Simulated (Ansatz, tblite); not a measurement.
**The cluster Cd2F2+: a ladder of methods and basis sets**

One table from this session's results is given with a row withheld; the runs are named, their logs left out.

The runs use Ansatz 0.2.0, Gaussian basis; as each input shows.

The runs, in order: GFN1-xTB, GFN2-xTB, PBE-D4/def2-TZVP, r2SCAN-D4/def2-TZVP, BHLYP-D4/def2-TZVP, B97M-V/def2-TZVP, LC-ωPBE/def2-TZVP, B3LYP-D4/def2-TZVP, ωB97M-V/def2-TZVP, PBE-D4/def2-SVP, PBE0-D4/def2-SVP, CCSD(T)/def2-SVP, MP2/def2-TZVP, RPA/def2-TZVP.

6 further runs of the same task are left out: 6 set aside as unsound or not needed. Runs told in other sessions of the task aren't counted.

### The geometry

The doublet was relaxed beforehand with r2SCAN-D4/def2-TZVP. At that level it is the lowest of the isomers that a small search found.

4 atoms, charge 1, spin multiplicity 2.

Bond lengths: Cd1–F3 2.008 Å, Cd1–F4 1.902 Å, Cd2–F3 2.191 Å. Angles: F3–Cd1–F4 179.8°, Cd1–F3–Cd2 179.0°.

As a file:

```xyz
4

Cd    0.7815   -0.7398   -0.0196
Cd   -2.2642    2.1492    0.0620
F    -0.6665    0.6502    0.0336
F     2.1492   -2.0597   -0.0761
```

Cd takes a core potential in the def2 sets. No spin-orbit coupling is included. The ion is computed in the gas phase, without counter-ions or solvent.

PBE0-D4/def2-TZVP was run before; its log isn't repeated, and its numbers join the tables.

Set-up of the first run:

Tight binding, by tblite at 300 K electronic temperature and without a spin-polarisation term:

```python
tblite.interface.Calculator('GFN1-xTB', numbers, positions, charge=1, uhf=1).singlepoint()
```

Tight binding, by tblite at 300 K electronic temperature and without a spin-polarisation term:

```python
tblite.interface.Calculator('GFN2-xTB', numbers, positions, charge=1, uhf=1).singlepoint()
```

start.molden holds the orbitals of an earlier run on this state, given as this run's starting guess.

Input file in.yaml:

```yaml
crystal:
  periodic: [false, false, false]
  atoms:
    - {symbol: Cd, position_ang: [0.781482, -0.739794, -0.019559]}
    - {symbol: Cd, position_ang: [-2.264184, 2.149232, 0.061995]}
    - {symbol: F, position_ang: [-0.666469, 0.650224, 0.033612]}
    - {symbol: F, position_ang: [2.149181, -2.059662, -0.076058]}
basis:
  gaussian: {orbitals: def2-TZVP, initial_orbitals: start.molden}
total_charge: 1
magnetization: {spin_polarized: true, initial_magnetization: 1}
hamiltonian: {xc: pbe, dispersion: d4}
scf: {omitted_lower_state_checks: [starts]}
output: {forces: true, orbitals: {seedname: orbitals}}
```

Command:

```console
$ ansatz run in.yaml --threads 4 --pin off --events-out ev --progress --plain --max-ram 3916MiB
```

Among the steps run: PBE-D4/def2-TZVP; r2SCAN-D4/def2-TZVP; BHLYP-D4/def2-TZVP; B97M-V/def2-TZVP; LC-ωPBE/def2-TZVP; B3LYP-D4/def2-TZVP; ωB97M-V/def2-TZVP; PBE-D4/def2-SVP; PBE0-D4/def2-SVP; CCSD(T)/def2-SVP; MP2/def2-TZVP; RPA/def2-TZVP.

One of the session's tables, all rows but one given; the rest of the session is left out.

It belongs to the step «Levels side by side». 

```
              level  HOMO (eV)  LUMO (eV)  gap (eV)
    PBE-D4/def2-SVP     -11.32     -10.49      0.83
   PBE-D4/def2-TZVP     -11.43     -10.59      0.84
r2SCAN-D4/def2-TZVP     -11.70     -10.03      1.67
   B97M-V/def2-TZVP          ?          ?         ?
 B3LYP-D4/def2-TZVP     -12.12      -9.97      2.14
   PBE0-D4/def2-SVP     -12.07      -9.28      2.79
  PBE0-D4/def2-TZVP     -12.16      -9.36      2.80
 BHLYP-D4/def2-TZVP     -12.83      -8.51      4.32
  LC-ωPBE/def2-TZVP     -14.46      -6.77      7.69
  ωB97M-V/def2-TZVP     -14.06      -7.61      6.45
```

**Question.** Estimate the row for B97M-V/def2-TZVP.

As computed: HOMO (eV): -11.18; LUMO (eV): -10.35; gap (eV): 0.83. In the column «HOMO (eV)» it is the highest.
